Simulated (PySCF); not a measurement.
SMILES C=C=C=CC#N, C5H3N

Cartesian coordinates in Å; atom numbers follow the order of the lines, from 1:
```xyz
9

C    -2.3141    0.0466   -0.2039
C    -1.0287   -0.1376   -0.3775
C     0.2087   -0.3060   -0.5381
C     1.5016   -0.4990   -0.7186
C     2.4861    0.3332   -0.1267
N     3.3092    0.9918    0.3404
H    -3.0414   -0.6085   -0.6715
H    -2.6838    0.8594    0.4124
H     1.8609   -1.3163   -1.3379
```

Level of theory: TDDFT CAM-B3LYP/def2-TZVPD excited states, vertical, gas phase in PySCF. Geometry: PBE0-D3(BJ)/def2-TZVP.

**Question.** How strongly do the lowest singlets absorb one photon, and two photons of half the energy?

**Answer.** δ for parallel linear polarisation; σ at the peak of a Lorentzian of half width 0.1 eV, single beam; Ω is circular over linear.
| state | E (eV) | f | photon λ (nm) | δ (au) | σ (GM) | Ω | main |
| --- | --- | --- | --- | --- | --- | --- | --- |
| S1 | 3.88 | 0.000 | 640 | <0.1 | 0.00 | – | HOMO−1→LUMO 0.99 |
| S2 | 4.92 | 0.646 | 504 | 40.5 | 0.36 | 0.55 | HOMO→LUMO 0.94 |
| S3 | 5.78 | 0.000 | 429 | 1.22 | 0.01 | 1.50 | HOMO→LUMO+2 0.53, HOMO→LUMO+1 0.28 |
| S4 | 5.99 | 0.000 | 414 | 0.27 | 0.00 | 1.50 | HOMO−2→LUMO 0.91 |
| S5 | 6.63 | 0.003 | 374 | 56.9 | 0.92 | 1.50 | HOMO→LUMO+1 0.62, HOMO→LUMO+2 0.17 |
| S6 | 6.84 | 0.014 | 362 | 1060 | 18.15 | 0.66 | HOMO−3→LUMO 0.85 |

Among these, the strongest one-photon state is S2, the strongest two-photon state S6, with a dipole change of 2.3 D (relaxed, norm of the difference vector).
